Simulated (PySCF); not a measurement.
PH⁺, quartet in aug-cc-pVDZ: errors against full CI

Geometry: that of the PH, triplet, kept fixed. The doublet lies 1.5 eV lower here.

```xyz
2

P     0.0000    0.0000    0.0000
H     0.0000    0.0000    1.4282
```

Basis aug-cc-pVDZ; PySCF 2.14.0. Only valence electrons are correlated (noble-gas cores frozen), which leaves 5 electrons in 31 orbitals. R marks a restricted (for open shells ROHF) determinant, U an unrestricted one.

Full CI is exact within this basis and frozen core; it isn't the basis-set limit. The frozen core follows each run's orbitals, which can shift R against U totals by a few meV.

```
UHF ⟨S²⟩                          : 3.753
T1 diagnostic (ROHF- or RHF-based CCSD)             : 0.0316
largest doubles amplitude (ROHF- or RHF-based CCSD) : 0.067
T1 diagnostic (UCCSD)             : 0.0275
```

```csv
level,E − E(RHF) (eV)
UHF,-0.0398
RMP2,-1.6487
UMP2,-1.6494
RCCSD,-2.1780
UCCSD,-2.1795
RCCSD(T),-2.2304
UCCSD(T),-2.2310
```

Problem. Estimate how far full CI in aug-cc-pVDZ lies from RCCSD(T). The table doesn't fix it; the size of (T) and the diagnostics are the guide.

Solution. Full CI in aug-cc-pVDZ lies 1.7 kJ/mol below RCCSD(T), which is 34 % of the (T) step (-5.1 kJ/mol). T1 is raised, and the rest is a large part of (T).

The other levels:

```json
{"level": "RCCSDT", "E − E(full CI) (kJ/mol)": "0.1", "share of correlation (%)": "99.94", "wall time": "7.2 s"}
{"level": "UCCSDT", "E − E(full CI) (kJ/mol)": "0.1", "share of correlation (%)": "99.96", "wall time": "7.3 s"}
```

The correlation energy at full CI, counted from RHF, is -2.248 eV. Full CI, over all symmetries tried, took 33 s on 1 thread of AMD EPYC 7B13, shared host; the state has 243,572 determinants.

Times are those of the correlated step on a shared host, with one SCF added for the restricted CCSD run; they ran on 1 thread of AMD EPYC 7B13.

The full-CI state has the irrep A2 of C2v, in the program's axes (one component, if the state is degenerate).

Natural occupations of full CI about the gap: 1.943 0.997 0.988 0.988 0.026 0.011 0.011 0.009 0.009 0.005; effectively unpaired electrons, Σ n²(2−n)², 3.02.
